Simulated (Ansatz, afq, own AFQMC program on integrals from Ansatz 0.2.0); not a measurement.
CH$_{2}$Si, singlet: energetics from AFQMC and coupled cluster

```xyz
4

Si    0.0000    0.0000    0.5957
C     0.0000    0.0000   -1.1063
H     0.0000   -0.9093   -1.7078
H     0.0000    0.9093   -1.7078
```

Geometry: a PBE0/def2-TZVP stationary point, not shown to be a minimum. Basis cc-pVDZ. Only valence electrons are correlated. Integrals, coupled cluster, full CI and functionals: Ansatz 0.2.0; the random walks run on the same integrals in our own AFQMC program. The CISD trial takes its coefficients from CCSD amplitudes. Released means that phaseless walkers are propagated on without the constraint, phases kept. ± is one standard error of the sampling.

Best estimates are CCSD(T) at the basis-set limit (def2-TZVPP/QZVPP) plus the step from CCSD(T) to the highest rung at hand in cc-pVDZ, named in the table (released AFQMC can keep some 10 meV of bias). No zero-point, core-correlation or spin–orbit terms. Other levels are in cc-pVDZ, the functionals in def2-TZVP; a dash marks a level that is missing or breaks spin symmetry for a member.

Cautions: CH₂Si (singlet): restricted determinant unstable towards unrestricted (UHF 43 meV lower, ⟨S²⟩ 0.25); CH₂Si⁺ (doublet): the released energies are still falling, so no released level is given (meV from the phaseless value at times in 1/Eh: -15 ± 10 at 0.24, -17 ± 9 at 0.51, -29 ± 10 at 0.99, -31 ± 13 at 1.62, -46 ± 13 at 2.40), the ph-AFQMC/CISD walk drifts between its halves (2.6 errors).

```csv
process,best estimate (kcal/mol),highest rung
"to charge +1, doublet (vertical)",207.4,CCSDT(Q)
to free atoms,316.6,CCSDT(Q)
```

Errors against the best estimates in kcal/mol, the processes numbered in the order above:

```
        level    error, 1     error, 2
          MP2        -7.3        -28.2
      CCSD(T)        -7.5        -30.1
ph-AFQMC/CISD  -7.0 ± 0.5  -29.4 ± 0.5
  CCSD(T)/CBS        -0.3         -0.6
          PBE        -1.8          3.9
       r2SCAN        -4.2         -2.6
         PBE0        -4.9         -3.3
        B3LYP        -3.8         -2.3
      wB97M-V        -6.3          1.6
       B2PLYP        -4.8         -4.9
```

Cost at the first geometry: PBE0/cc-pVDZ, 1.4 s on 1 thread of Arm Neoverse V1, with other jobs on the host; RCCSD(T)/cc-pVDZ, 0.54 s on 1 thread of Arm Neoverse V1, with other jobs on the host; CCSDT(Q), 3.8 s on 1 thread of Arm Neoverse V1, with other jobs on the host; ph-AFQMC/CISD with release, 4.2 min on 1 thread of Arm Neoverse V1 (shared host).

Best estimates are given only where the step beyond CCSD(T) is under 0.3 eV and no member's determinant is very poor (T1 over 0.05, or 0.07 for open shells, ⟨S²⟩ too high by 0.3, two states mixed), so the hardest cases are missing from such tables.

The functionals ran in a triple-zeta set and keep a basis error of their own, a few kJ/mol for each bond in atomization energies and more for double hybrids, so close places among them and the extrapolated levels can swap.

CCSDT and higher add their correlation energy to the determinant of the CCSD(T) run, since their own runs factorise the integrals more tightly (a shift of under 2 meV). Each member of a difference takes its own highest rung, so a best estimate needn't equal the limit plus the step of one row. A walk keeps the symmetry of its determinant, which the program's search chose and which needn't be the lowest solution, so a lower state of the same spin and another symmetry isn't excluded.
